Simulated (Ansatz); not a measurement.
The same path of CH$_{5}$Si$_{2}$ (8 atoms, charge -1, multiplicity 1) was run twice with different band settings. The coordinate that changes most is the angle H4–C1–Si2.

Level of theory: RKS r2SCANh-D4/def2-SVP (Ansatz 0.2.0).

Relaxed end points:

```xyz
8
Properties=species:S:1:pos:R:3
C -1.707 0.996 -1.556
Si -0.171 0.873 -0.771
Si 0.684 -0.649 0.823
H -2.378 0.178 -1.205
H 0.932 1.859 -1.063
H 1.113 -0.098 2.168
H 1.888 -1.483 0.430
H -0.361 -1.676 1.174
```

```xyz
8
Properties=species:S:1:pos:R:3
C -1.904 0.355 -1.136
Si -0.271 0.716 -0.690
Si 0.721 -0.691 0.872
H -2.284 1.086 -1.889
H 0.787 1.771 -1.051
H 1.200 -0.038 2.151
H 1.967 -1.422 0.420
H -0.215 -1.776 1.323
```

Common settings: movable images 5; climbing image yes; spring 5.0 eV/Å²; optimiser quadratic models (default); force threshold 0.05 eV/Å; iteration limit 60; end points relaxed.

| run | start path |
| --- | --- |
| 1 | through a guess of the saddle point |
| 2 | straight line |

Task: What does each run give, and how far can it be trusted?

Result: Run 1: converged after 13 iterations, highest image 0.431 eV above the first end. A vibrational analysis at the climbing image gives 2 clearly imaginary modes (556i, 50i cm⁻¹): a point of higher order, so a lower path passes nearby.
Run 2: converged after 24 iterations, highest image 0.419 eV above the first end. The order of the stationary point at the top wasn't checked.
Limits of this set-up: an anion without diffuse functions, the dipole of an ion depends on the origin.
